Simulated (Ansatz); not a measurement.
Structure relaxation of Ta3W

All numbers below come from Ansatz, DFT r2SCAN, scalar-relativistic, plane waves, PAW.

The start is a database structure of Ta3W, space group Fm-3m (No. 225).

The final relaxation ran on this input, with the default PAW datasets:

```yaml
crystal:
  lattice:
    - [0.0, 3.2671732, 3.2671732]
    - [3.2671732, 0.0, 3.2671732]
    - [3.2671732, 3.2671732, 0.0]
  atoms:
    - { symbol: Ta, position: [0.25, 0.25, 0.25] }
    - { symbol: Ta, position: [0.75, 0.75, 0.75] }
    - { symbol: Ta, position: [0.5, 0.5, 0.5] }
    - { symbol: W, position: [0.0, 0.0, 0.0] }
basis:
  ecutwfc: 500
kpoints:
  mp_grid: { grid: [12, 12, 12] }
hamiltonian:
  xc: r2scan
scf:
  occupations: { method: gaussian, width: 0.1 }
output:
  forces: true
  stress: true
  eigenvalues: true
relax:
  adjacent_minimum: "off"
  f_tol: 0.01
  max_steps: 80
  cell: { stress_tol: 0.05 }
```

Launched as:

```bash
ansatz run input.yaml --threads 1 --pin off --max-ram 2560MiB --backend cpu --events-out ev --progress --plain --runs-dir out
```

The run took 93 s on 1 thread of Arm Neoverse V1, on a shared host, peak memory 0.66 GiB.

The program printed at the end:

```
SCF converged after 4 iterations
Free energy (F): -40230.429367 eV
Harris-Foulkes:  -40230.429367 eV  (|F-HF|=1.46e-11)
Internal energy: -40230.411463 eV  (E = F + TS)
E sigma→0 (E₀):  -40230.420415 eV
Entropy (-TS):   -0.017903 eV (-4.476 meV/atom)
Fermi energy:    19.316797 eV
--- Per-component energies (eV) ---
  E_band       = -444.616913
  E_kinetic    = 1551.791147
  E_local      = -2250.156614  (includes V_loc(G=0)·N_el)
  E_nonlocal   = 47.147428
  E_hartree    = 790.540846
  E_xc         = -862.429531
  E_vxc        = -926.396206  (∫ρ·V_xc dr)
  E_paw        = -33862.579791  (= ΣΔE_a)
  E_vpaw       = -495.227659  (= ΣTr[D̂ρ^β])
  E_aug_tail   = 0.000197  (compensation charges beyond the density's cutoff)
  E_vtau       = 47.143098  (kinetic-family band-sum trace: ∫τ·v_τ [+ j·A + Jᵃ·Aᵃ] dr)
  E_ewald      = -5641.868355
  E_core_change = -2.856790  (= ΣΔE_core)
  E_smearing   = -0.017903  (= −TS)
  E_closure    = 0.000000  (closes the sum)
  Σ components = -40230.429367   (vs F -40230.429367, Δ=0.00e0)
--- Forces (eV/Å), atoms counted from 1 ---
  atom   1  Ta     0.00000000     0.00000000     0.00000000
  atom   2  Ta     0.00000000     0.00000000     0.00000000
  atom   3  Ta     0.00000000     0.00000000     0.00000000
  atom   4  W      0.00000000     0.00000000     0.00000000
  max |Σ_I F_I| component: 1.62e-17 eV/Å
--- Stress (GPa, compression-positive) ---
       -0.018003       0.000000       0.000000
        0.000000      -0.018003       0.000000
        0.000000       0.000000      -0.018003
  P = ⅓ Tr σ = -0.0180 GPa (-0.180 kbar)
--- Relaxed structure (3 steps of the walk, 2 accepted, 1 SCFs on fresh bases) ---
  F+E_penalty+E_count = -40230.42936677 eV   max|allowed force component| = 1.475e-17 eV/Å   (the final SCF, on the basis selected at the relaxed cell)
  cell:  # Å, volume = 69.4922 Å³
    - [0.000000, 3.263138, 3.263138]
    - [3.263138, 0.000000, 3.263138]
    - [3.263138, 3.263138, 0.000000]
  atoms:
    - { symbol: Ta, position: [0.250000, 0.250000, 0.250000] }
    - { symbol: Ta, position: [0.750000, 0.750000, 0.750000] }
    - { symbol: Ta, position: [0.500000, 0.500000, 0.500000] }
    - { symbol: W, position: [0.000000, 0.000000, 0.000000] }
```

Total energies depend on the potentials used, so only differences within one code and one set of settings carry meaning.

The result has space group Fm-3m (No. 225). Ta on Wyckoff site c (2 atoms of the primitive cell) is coordinated by 4 Ta at 2.83 Å, 4 W at 2.83 Å and 6 Ta at 3.26 Å; Ta on Wyckoff site b (1 atom of the primitive cell) has 8 Ta at 2.83 Å and 6 W at 3.26 Å; around W lie 8 Ta at 2.83 Å and 6 Ta at 3.26 Å.

Against the elements it lies at -0.04 eV/atom. Energies over the elements count from the elements' standard structures at the same level, with no empirical corrections.

For metals, differences of a few meV/atom aren't resolved. Spin–orbit coupling is left out.

A structure relaxed within its symmetry needn't be a true minimum.